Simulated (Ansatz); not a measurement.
**BH3 (triplet): the correlation ladder at a displaced geometry (v2), cc-pVTZ**

Aim: climb from Hartree-Fock through coupled cluster and multireference methods for BH3 (triplet) at one geometry and basis, and see what each rung misses.

Method: cc-pVTZ, core rule «outside noble gas», up to 1 orbitals frozen; program: Ansatz 0.2.0, Gaussian basis.

Plan: UHF; CCSD(T) on ROHF; CCSD(T) on UHF; BCCD(T) on ROHF; CCSDT(Q) on ROHF; CCSDT(Q) on UHF; CASSCF and MRCISD+Q, 6 electrons in 7 orbitals; CASSCF and NEVPT2, 6 electrons in 7 orbitals.

38 further runs of the same task are left out: 8 for a known fault of the program, 12 that didn't finish, 18 set aside as unsound or not needed.

### Step 1. The system

The geometry is a PBE0/def2-TZVP stationary point (not a proven minimum) with its atoms shifted at random (size 0.100 Å).

4 atoms, charge 0, spin multiplicity 3.

Atoms are counted from 1 here; the program's logs count them from 0.

Bond lengths: B1–H2 1.229 Å, B1–H3 1.138 Å, B1–H4 1.297 Å. Angles: H2–B1–H3 127.7°, H2–B1–H4 55.4°, H3–B1–H4 119.0°.

### Step 2. UHF

File in.yaml:

```yaml
crystal:
  periodic: [false, false, false]
  atoms:
    - {symbol: B, position_ang: [-0.096070, 0.006930, 0.086383]}
    - {symbol: H, position_ang: [0.165366, 0.554382, -0.982963]}
    - {symbol: H, position_ang: [0.540055, -0.017176, 1.029366]}
    - {symbol: H, position_ang: [0.325012, -0.611533, -0.972930]}
basis:
  gaussian: {orbitals: cc-pVTZ}
magnetization: {spin_polarized: true, initial_magnetization: 2}
hamiltonian: {xc: hf}
output: {orbitals: {seedname: orbitals}}
```

On the command line:

```
$ ansatz run in.yaml --threads 1 --pin off --events-out ev --progress --plain --max-ram 2393MiB
```

After this run come: CCSD(T) on ROHF; CCSD(T) on UHF; BCCD(T) on ROHF; CCSDT(Q) on ROHF; CCSDT(Q) on UHF; CASSCF and MRCISD+Q, 6 electrons in 7 orbitals; CASSCF and NEVPT2, 6 electrons in 7 orbitals.

Before running them: what should the planned runs give, taken together? Wanted: UCCSDT(Q) below the RHF energy; RMP2 from UCCSDT(Q); UMP2 from UCCSDT(Q); RCCSD from UCCSDT(Q); RCCSD(T) from UCCSDT(Q); UCCSD(T) from UCCSDT(Q); RCCSDT(Q) from UCCSDT(Q); NEVPT2 valence from UCCSDT(Q); MRCISD+Q valence from UCCSDT(Q).

**Answer**, as computed:

| quantity | value |
| --- | --- |
| UCCSDT(Q) below the RHF energy | -3.5737 eV |
| RMP2 from UCCSDT(Q) | +62.0 kJ/mol |
| UMP2 from UCCSDT(Q) | +63.2 kJ/mol |
| RCCSD from UCCSDT(Q) | +10.4 kJ/mol |
| RCCSD(T) from UCCSDT(Q) | +1.7 kJ/mol |
| UCCSD(T) from UCCSDT(Q) | +1.7 kJ/mol |
| RCCSDT(Q) from UCCSDT(Q) | +0.1 kJ/mol |
| NEVPT2 valence from UCCSDT(Q) | +55.3 kJ/mol |
| MRCISD+Q valence from UCCSDT(Q) | +1.4 kJ/mol |
| levels within 1 kcal/mol (43 meV) | RCCSD(T), UCCSD(T), BCCD(T), RCCSDT, UCCSDT, RCCSDT(Q), MRCISD+Q valence |
| T1 diagnostic | 0.018 |
| effectively unpaired electrons | 2.01 |

What this shows: RCCSD(T) misses by +1.7 kJ/mol, 0.5 % of the correlation energy. One determinant dominates. Of the multireference levels listed MRCISD+Q valence comes nearest in total energy (+1.4 kJ/mol), which doesn't show that its space is the better one. These misses are within one basis, not against nature; the frozen cores of restricted and unrestricted runs differ, which can shift their rows.
